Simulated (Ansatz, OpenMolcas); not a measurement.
Computed against measured: dipole moment

6 molecules of light elements (H to F); the dipole moment in D, computed less measured. Shapes, held fixed at every level: PBE0-D4/def2-TZVP. No vibrational averaging. Dipoles are compared by magnitude; molecules under 1 D, whose direction can flip, are left out. Programs: Ansatz 0.2.0, OpenMolcas 26.06. Measured values: NIST CCCBDB.

Levels: A = PBE-D4/def2-TZVPP; B = B3LYP/6-31G* (Cartesian functions); C = wB97M-V/def2-TZVPP.

```tsv
molecule	measured	A	B	C
HCN (hydrogen cyanide)	2.98	-0.06	-0.08	+0.06
CHFO (formyl fluoride)	2.02	-0.07	-0.05	+0.09
C2H3N (isocyanomethane)	3.85	+0.12	-0.21	-0.04
CH5N (methylamine)	1.31	-0.06	+0.10	0.00
C3H4O (cyclopropanone)	2.67	+0.10	+0.06	+0.27
C2H6O (dimethyl ether)	1.30	-0.20	-0.06	-0.08
```

Problem. Which level does best on this set, which worst, and which err to one side?

Solution. 
```json
{"level": "PBE-D4/def2-TZVPP", "kind": "GGA", "mean error": "-0.028", "mean absolute error": "0.102", "worst case": "C2H6O"}
{"level": "B3LYP/6-31G* (Cartesian functions)", "kind": "global hybrid", "mean error": "-0.040", "mean absolute error": "0.093", "worst case": "C2H3N"}
{"level": "wB97M-V/def2-TZVPP", "kind": "range-separated hybrid", "mean error": "+0.050", "mean absolute error": "0.090", "worst case": "C3H4O"}
```

On this set wB97M-V/def2-TZVPP has the smallest mean absolute error and PBE-D4/def2-TZVPP the largest. Without C2H6O the largest would be that of B3LYP/6-31G* (Cartesian functions). No level errs clearly to one side. The levels differ in basis as well as in method. The smallest two are near a tie. The largest two are near a tie. The set is small.
